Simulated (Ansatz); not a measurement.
# Bulk modulus of elemental solids other than molecular ones

Method: rVV10 in Ansatz (PAW). References are measured values corrected to a static lattice. The table is a random draw of 10 from 29 solids with such references.

Values in GPa.

| solid | reference | rVV10 | error (%) |
|---|---|---|---|
| body-centred tetragonal In | 44.7¶ | 33.6 | -25 |
| fcc Pb | 47 | 40.8 | -13.2 |
| hcp Ru | 318 (318–336) | 295 | -7.2 |
| hcp Ti | 108 | 116 | +7.4 |
| fcc Sr | 12.5 | 13.0 | +4.0 |
| hcp Co | 193 | 211 | +9.3 |
| fcc Ni | 192 (186–195) | 194 | +1.0 |
| fcc Rh | 271 (271–289) | 242 | -10.7 |
| diamond | 455 | 423 | -7.0 |
| bcc Li | 13.8 (13.1–13.9) | 14.3 | +3.6 |

Over these 10 solids the mean error is -3.8 %, the mean absolute error 8.8 % (median 7.3 %), and the worst case body-centred tetragonal In at -25 %; the value is too high in 5 of 10 cases. Over all 29, from unrounded values, the mean error is -4.4 % and the mean absolute error 10.6 % (median 7.7 %). Caveats on values not shown: the gap of the solid is closed in this run (1).

All these references are brought to a static lattice.

Spin–orbit coupling is left out, also for the solids with elements from indium on (body-centred tetragonal In, fcc Pb); its size isn't shown.

¶ marks references of a special kind: body-centred tetragonal In, 44.7 GPa (measured, copied from a table, unchecked, extrapolated to 0 K and zero-point effects removed; as tabulated in Lejaeghere et al. (2013), arXiv:1204.2733).

In Ansatz's fits of the non-cubic solids, shape and atoms are relaxed at each volume.

Brackets give the range of the sources taken for a reference, where it is wide; it can hold other temperatures.

Differences are worked out from the printed values.

Each level is taken at its own relaxed cell. Ansatz's density-functional and Hartree–Fock values are scalar-relativistic unless marked +SOC, with PAW data made under PBE.

Ansatz's runs of these crystals have no spin polarisation, but for hcp Co, fcc Ni.

Density-functional runs with spin start from parallel moments for hcp Co, parallel moments for fcc Ni.

Not in this set, of the elemental solids other than molecular ones with a reference value in our tables and a result at some level: 9 for no value at rVV10 (not run, a failed fit, an unstable or unbound cell, or a value held back for tests); 6 for sources at odds; 4 for a reference at room or unstated temperature; 1 for a value of another source that differs by over 15 % in a way that heat doesn't explain. These can be a level's best or worst cases. Solids without a released value at any level aren't counted. Layered and molecular crystals are counted apart. The metals Ce to Yb are counted apart.

References as tabulated in Levämäki et al. (2014), arXiv:1402.3671; doi:10.1021/acs.jctc.3c00612; Mejia-Rodriguez and Trickey (2018), arXiv:1807.09216; Lejaeghere et al. (2013), arXiv:1204.2733.

Ansatz is an electronic-structure program.
